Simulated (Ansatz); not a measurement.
# CH5BN (SMILES B[N]C) at UCAM-B3LYP/def2-SVPD

Aim: the vertical doublet–quartet gap of CH5BN at UCAM-B3LYP/def2-SVPD, from 2 runs. 

The calculation is run with Ansatz 0.2.0.

61 further runs of the same task are left out: 61 set aside as unsound or not needed.

### Step 1. The system as given

CH5BN has 8 atoms, charge 0, and is taken as a doublet. SMILES: `B[N]C`. The coordinates come from a PBE0-D4/def2-TZVP relaxation.

Bond lengths: B1–N2 1.332 Å, N2–C3 1.390 Å, B1–H4 1.210 Å, B1–H5 1.203 Å, C3–H6 1.096 Å, C3–H7 1.096 Å, C3–H8 1.102 Å. Angles: B1–N2–C3 164.6°, N2–B1–H4 118.7°, N2–B1–H5 121.1°, N2–C3–H6 112.2°, N2–C3–H7 112.2°, N2–C3–H8 109.0°, H4–B1–H5 120.3°, H6–C3–H7 109.2°, H6–C3–H8 107.0°, H7–C3–H8 107.0°.

### Step 2. The energy at UCAM-B3LYP/def2-SVPD

run.yaml reads:

```yaml
crystal:
  periodic: [false, false, false]
  atoms:
    - {symbol: B, position_ang: [-0.373900, 1.096100, -0.965000]}
    - {symbol: "N", position_ang: [0.058500, 0.275600, -0.008700]}
    - {symbol: C, position_ang: [0.339600, -0.835900, 0.776800]}
    - {symbol: H, position_ang: [-1.007800, 0.632300, -1.885400]}
    - {symbol: H, position_ang: [-0.143000, 2.276400, -0.921600]}
    - {symbol: H, position_ang: [-0.096400, -0.755000, 1.778600]}
    - {symbol: H, position_ang: [1.416200, -1.018200, 0.865300]}
    - {symbol: H, position_ang: [-0.101000, -1.728600, 0.304400]}
basis:
  gaussian: {orbitals: def2-SVPD}
magnetization: {spin_polarized: true, initial_magnetization: 1}
hamiltonian: {xc: {name: CAM-B3LYP}}
accuracy: high
output: {orbitals: {seedname: orbitals}}
```

The run is started by

```bash
ansatz run run.yaml --threads 1 --pin off --max-ram 3480MiB --events-out events.jsonl --progress --plain --runs-dir runs
```

What it wrote:

```text
Warning: RAYON_NUM_THREADS=1 ignored (pool sized by the plan → 1); use --threads N
Functional definition: CAM-B3LYP
  name "CAM-B3LYP"
  parameter alpha = 0.19
  parameter beta = 0.46
  parameter omega = 0.33/bohr
  parameter ac = 0.81
  exchange = (1 - alpha - beta)*b88_x + beta*b88_x_sr(omega) + alpha*exact_x + beta*exact_x_lr(omega)
  correlation = (1 - ac)*vwn5_c + ac*lyp_c
2079 factors; integrals over basis functions are off by at most 3.1e-9 eV
492 factors; integrals over basis functions are off by at most 1.5e-9 eV
mean field evaluation 1: about -3276.0384 eV, gradient 2.6e1 eV
mean field evaluation 2: about -3274.9140 eV, gradient 3.1e1 eV
mean field evaluation 4: about -3279.3221 eV, gradient 1.3e0 eV
mean field evaluation 8: about -3279.4140 eV, gradient 5.1e-2 eV
mean field evaluation 16: about -3279.4141 eV, gradient 2.5e-4 eV
mean field -3279.41412318 eV, -120.5162461600 hartree, gradient 5.2e-8 eV, S^2 0.758719; 0 other end points of the search recorded, 0 dependent functions left out
reference -3279.41414363 eV, -120.5162469117 hartree; 12, 11 occupied and 88, 89 virtual orbitals, 2079 factors
Total energy: -3279.41414363 eV, -120.5162469117 hartree
```

Wall time 24 s (1 thread of Arm Neoverse N1, shared host); peak memory 0.43 GiB.

### Step 3. The quartet at the same level

input.yaml reads:

```yaml
crystal:
  periodic: [false, false, false]
  atoms:
    - {symbol: B, position_ang: [-0.373900, 1.096100, -0.965000]}
    - {symbol: "N", position_ang: [0.058500, 0.275600, -0.008700]}
    - {symbol: C, position_ang: [0.339600, -0.835900, 0.776800]}
    - {symbol: H, position_ang: [-1.007800, 0.632300, -1.885400]}
    - {symbol: H, position_ang: [-0.143000, 2.276400, -0.921600]}
    - {symbol: H, position_ang: [-0.096400, -0.755000, 1.778600]}
    - {symbol: H, position_ang: [1.416200, -1.018200, 0.865300]}
    - {symbol: H, position_ang: [-0.101000, -1.728600, 0.304400]}
basis:
  gaussian:
    orbitals: def2-SVPD
magnetization:
  spin_polarized: true
  initial_magnetization: 3
hamiltonian:
  xc: {name: CAM-B3LYP}
accuracy: high
output: {orbitals: {seedname: orbitals}}
```

The run is started by

```bash
ansatz run input.yaml --threads 1 --pin off --max-ram 3480MiB --events-out events.jsonl --progress --plain --runs-dir runs
```

What it wrote:

```text
Warning: RAYON_NUM_THREADS=1 ignored (pool sized by the plan → 1); use --threads N
Functional definition: CAM-B3LYP
  name "CAM-B3LYP"
  parameter alpha = 0.19
  parameter beta = 0.46
  parameter omega = 0.33/bohr
  parameter ac = 0.81
  exchange = (1 - alpha - beta)*b88_x + beta*b88_x_sr(omega) + alpha*exact_x + beta*exact_x_lr(omega)
  correlation = (1 - ac)*vwn5_c + ac*lyp_c
2079 factors; integrals over basis functions are off by at most 3.1e-9 eV
492 factors; integrals over basis functions are off by at most 1.5e-9 eV
mean field evaluation 1: about -3271.4108 eV, gradient 1.9e1 eV
mean field evaluation 2: about -3272.7434 eV, gradient 1.4e1 eV
mean field evaluation 4: about -3273.8348 eV, gradient 1.3e0 eV
mean field evaluation 8: about -3273.9345 eV, gradient 5.5e-2 eV
mean field evaluation 16: about -3273.9345 eV, gradient 1.3e-4 eV
mean field -3273.93452313 eV, -120.3148745724 hartree, gradient 5.9e-8 eV, S^2 3.762400; 0 other end points of the search recorded, 0 dependent functions left out
reference -3273.93454291 eV, -120.3148752994 hartree; 13, 10 occupied and 87, 90 virtual orbitals, 2079 factors
Total energy: -3273.93454291 eV, -120.3148752994 hartree
```

It took 23 s on 1 thread of Arm Neoverse N1, shared host; peak memory 0.43 GiB.

### Step 4. Summary of results

At UCAM-B3LYP/def2-SVPD:

| quantity | value |
| --- | --- |
| doublet: total energy | -120.51625 Eh |
| doublet: HOMO energy (highest over α and β) | -8.54 eV |
| doublet: LUMO energy (lowest over α and β) | -1.57 eV |
| doublet: ⟨S²⟩ | 0.759 |
| quartet: total energy | -120.31488 Eh |
| quartet: HOMO energy (highest over α and β) | -3.63 eV |
| quartet: ⟨S²⟩ | 3.762 |
| vertical energy of the quartet above the doublet | 5.480 eV |

What this shows: At this shape the quartet lies 5.48 eV (126 kcal/mol) above the doublet.
